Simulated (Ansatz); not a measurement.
fcc Sr was calculated with PBEsol (Ansatz, a quantum-chemistry and plane-wave program, PAW).

Numerical settings: plane-wave cutoff 520 eV, 16×16×16 k mesh, Fermi–Dirac smearing 0.05 eV, scalar-relativistic PAW data made under PBE.

Cell (relaxed at this level):

```yaml
crystal:
  lattice:
    - [0.00000, 2.96109, 2.96109]
    - [2.96109, 0.00000, 2.96109]
    - [2.96109, 2.96109, 0.00000]
  atoms:
    - { symbol: Sr, position: [0.00000, 0.00000, 0.00000] }
```

Question: Predict the bulk modulus B0 and pressure derivative B′ of the bulk modulus.

Answer: 
bulk modulus B0: 12.4 GPa
pressure derivative B′ of the bulk modulus: 3.6

The run finds no gap.

Measured, for comparison: bulk modulus 12.5 GPa (corrected for temperature and zero-point phonon effects, our sources range from 12.0 to 12.5; as tabulated in Levämäki et al. (2014), arXiv:1402.3671). Computed (rounded) less measured: bulk modulus -0.8 % (inside the range of the sources held).

Static lattice: no zero-point or thermal effects.

Computing time: around 40 core-seconds (rough).
